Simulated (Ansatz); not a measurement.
in.yaml

```yaml
crystal:
  periodic: [false, false, false]
  atoms:
    - {symbol: P, position_ang: [0.038818, 0.038589, -0.038714]}
    - {symbol: H, position_ang: [0.845991, 0.848872, 0.769787]}
    - {symbol: H, position_ang: [-2.120312, -2.107760, 2.114605]}
    - {symbol: H, position_ang: [-0.767505, 0.845607, -0.851318]}
    - {symbol: H, position_ang: [0.848947, -0.772535, -0.843407]}
basis:
  gaussian: {orbitals: 6-31G}
total_charge: 1
correlation: {method: fic_mrcisd_q_relaxed, electrons: outside_noble_gas, active_space: {window: {electrons: 8, orbitals: 8}, shells: [{species: H, l: s, shell: 1}, {species: P, l: s, shell: 3}, {species: P, l: p, shell: 3}]}}
```

```sh
$ ansatz run in.yaml --threads 1 --pin off --events-out ev --progress --plain --max-ram 2393MiB
```

Output:

```
437 factors; integrals over basis functions are off by at most 4.9e-8 eV
mean field evaluation 1: about -9316.3693 eV, gradient 1.7e1 eV
mean field evaluation 2: about -9316.3734 eV, gradient 1.7e1 eV
mean field evaluation 4: about -9318.5636 eV, gradient 3.8e0 eV
mean field evaluation 8: about -9318.8141 eV, gradient 3.2e-2 eV
mean field -9318.81412248 eV, -342.4601024821 hartree, gradient 1.4e-6 eV, S^2 0.000000; 0 other end points of the search recorded, 0 dependent functions left out; unrestricted orbitals would lower it
reference -9318.81412248 eV, -342.4601024821 hartree; 9, 9 occupied and 12, 12 virtual orbitals, 437 factors
state -9323.54406936 eV, -342.6339248237 hartree
contracted CI cycle   1: correlation 0.00000000 eV, 0.0000000000 hartree, residual 4.81e0 eV
contracted CI cycle   2: correlation -0.44915172 eV, -0.0165060211 hartree, residual 1.16e0 eV
contracted CI cycle   3: correlation -0.47127943 eV, -0.0173191998 hartree, residual 3.07e-1 eV
contracted CI cycle   4: correlation -0.47280547 eV, -0.0173752804 hartree, residual 9.44e-2 eV
contracted CI cycle   5: correlation -0.47298347 eV, -0.0173818221 hartree, residual 4.80e-2 eV
contracted CI cycle   6: correlation -0.47302691 eV, -0.0173834184 hartree, residual 1.89e-2 eV
contracted CI cycle   7: correlation -0.47303397 eV, -0.0173836776 hartree, residual 7.02e-3 eV
contracted CI cycle   8: correlation -0.47303533 eV, -0.0173837279 hartree, residual 3.50e-3 eV
contracted CI cycle   9: correlation -0.47303558 eV, -0.0173837371 hartree, residual 1.41e-3 eV
state -9323.54406936 eV, -342.6339248237 hartree; corrected -9324.02210575 eV, -342.6514923370 hartree
Total energy: -9324.02210575 eV, -342.6514923370 hartree
Checks for a lower state left out: starts, orbital_swaps
```

For the same geometry and basis full CI lies 0.6 meV lower.

Ran on 1 thread of Arm Neoverse V1, shared host: 3.3 s wall, 0.19 GiB peak host memory.
